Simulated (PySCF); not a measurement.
Bonding in `CN(C)P(C)C`

Species: C4H12NP.
SMILES with atom numbers: `[CH3:1][N:2]([CH3:3])[P:4]([CH3:5])[CH3:6]` (hydrogens: H7, H8, H9 on C1; H10, H11, H12 on C3; H13, H14, H15 on C5; H16, H17, H18 on C6)

Cartesian coordinates in Å at the PBE0-D3(BJ)/def2-TZVP level; atoms count from 1:
```
atom  x, y, z in Å
C1    -1.843    0.629    0.231
N2    -0.726   -0.166   -0.241
C3    -1.142   -1.542   -0.440
P4     0.669   -0.046    0.810
C5     1.099    1.715    0.524
C6     1.931   -0.789   -0.296
H7    -2.665    0.552   -0.487
H8    -1.565    1.681    0.301
H9    -2.224    0.307    1.215
H10   -0.329   -2.132   -0.863
H11   -1.972   -1.564   -1.152
H12   -1.479   -2.033    0.489
H13    2.121    1.871    0.879
H14    1.041    1.971   -0.537
H15    0.450    2.378    1.098
H16    1.837   -0.411   -1.317
H17    1.858   -1.877   -0.300
H18    2.916   -0.530    0.099
```

Bond orders from the PBE0/pcSseg-2 density (PySCF). One conformer (not necessarily the lowest) at the PBE0-D3(BJ)/def2-TZVP geometry, without solvent, vibrations or thermal averaging.

Q: How far do the computed orders between heavy atoms stray from the drawn ones?

A: The largest departure is 0.105, at N2–P4 (drawn single, 0.895).

Q: Give the Mayer order of every bond, beside its length.

A: 
| bond | drawn as | length (Å) | Mayer order |
| --- | --- | --- | --- |
| C1–N2 | single | 1.451 | 0.968 |
| N2–C3 | single | 1.451 | 0.968 |
| N2–P4 | single | 1.751 | 0.895 |
| P4–C5 | single | 1.835 | 0.928 |
| P4–C6 | single | 1.835 | 0.930 |
| C1–H7 | single | 1.093 | 0.989 |
| C1–H8 | single | 1.091 | 0.996 |
| C1–H9 | single | 1.103 | 0.986 |
| C3–H10 | single | 1.091 | 0.995 |
| C3–H11 | single | 1.093 | 0.989 |
| C3–H12 | single | 1.103 | 0.986 |
| C5–H13 | single | 1.092 | 0.986 |
| C5–H14 | single | 1.093 | 0.980 |
| C5–H15 | single | 1.090 | 0.990 |
| C6–H16 | single | 1.093 | 0.980 |
| C6–H17 | single | 1.091 | 0.990 |
| C6–H18 | single | 1.093 | 0.986 |

Q: Sum the orders of all bonds at each heavy atom with more than one neighbour and set the sums beside the valence in the SMILES.

A: C1 3.939 (drawn 4), N2 2.831 (drawn 3), C3 3.938 (drawn 4), P4 2.753 (drawn 3), C5 3.884 (drawn 4), C6 3.886 (drawn 4). Orders between atoms that aren't bonded are not in these sums.

Mayer orders depend on the basis set.
